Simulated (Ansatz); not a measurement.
**Relaxing Si₃N₄**

Theory: DFT r2SCAN, scalar-relativistic, plane waves, PAW (Ansatz 0.2.0). Cutoff 500 eV, Γ-centred k mesh, Gaussian smearing, no spin polarisation in the final step.

The start is a database structure of Si₃N₄, space group I-43d (No. 220).

```
CELL_PARAMETERS angstrom
-3.24415 3.24415 3.24415
3.24415 -3.24415 3.24415
3.24415 3.24415 -3.24415
ATOMIC_POSITIONS crystal
Si 0.37500 0.25000 0.62500
Si 0.62500 0.37500 0.25000
Si 0.87500 0.12500 0.75000
Si 0.25000 0.62500 0.37500
Si 0.75000 0.87500 0.12500
Si 0.12500 0.75000 0.87500
N 0.50000 0.00000 0.06275
N 0.56275 0.50000 0.00000
N 0.93725 0.93725 0.93725
N 0.00000 0.56275 0.50000
N 0.43725 0.43725 0.43725
N 0.00000 0.06275 0.50000
N 0.50000 0.00000 0.56275
N 0.06275 0.50000 0.00000
```

Steps on the 4×4×4 mesh (14 atoms). 4 of 4 steps are shown, and the free energy counts from the last. Trial steps that were taken back and renewals of the plane-wave basis can be among the rows.

| step | ΔF (meV/atom) | V (Å³/atom) | P (GPa) | largest force component (eV/Å) |
| --- | --- | --- | --- | --- |
| 1 | 3.7 | 9.76 | -5.72 | 0.026 |
| 2 | 0.8 | 9.65 | -2.76 | 0.015 |
| 3 | -0.1 | 9.55 | 0.08 | 0.003 |
| 4 | 0.0 | 9.55 | 0.09 | 0.003 |

A final relaxation ran on a 6×6×6 mesh. The relaxed crystal, I-43d (No. 220):

```
Si N
1.0
    -3.22120    3.22120    3.22120
     3.22120   -3.22120    3.22120
     3.22120    3.22120   -3.22120
Si N
6 8
Direct
  0.37500 0.25000 0.62500
  0.62500 0.37500 0.25000
  0.87500 0.12500 0.75000
  0.25000 0.62500 0.37500
  0.75000 0.87500 0.12500
  0.12500 0.75000 0.87500
  0.50000 0.00000 0.06243
  0.56243 0.50000 0.00000
  0.93757 0.93757 0.93757
  0.00000 0.56243 0.50000
  0.43757 0.43757 0.43757
  0.00000 0.06243 0.50000
  0.50000 0.00000 0.56243
  0.06243 0.50000 0.00000
```

```json
{
  "Volume per atom": "9.55 Å³",
  "Density": "3.48 g/cm³",
  "Energy over the elements": "-1.183 eV/atom",
  "Gap on the 6×6×6 mesh": "4.75 eV"
}
```

Formation energies are uncorrected and refer to the elements' standard structures at the same level (N₂ as a molecule).

The final run used a 6×6×6 mesh on its 14-atom cell and 0.02 eV smearing.

A structure relaxed within its symmetry needn't be a true minimum.

Cost: 3 runs of about 1.9 core-minutes in all, on Arm Neoverse V2 (shared hosts).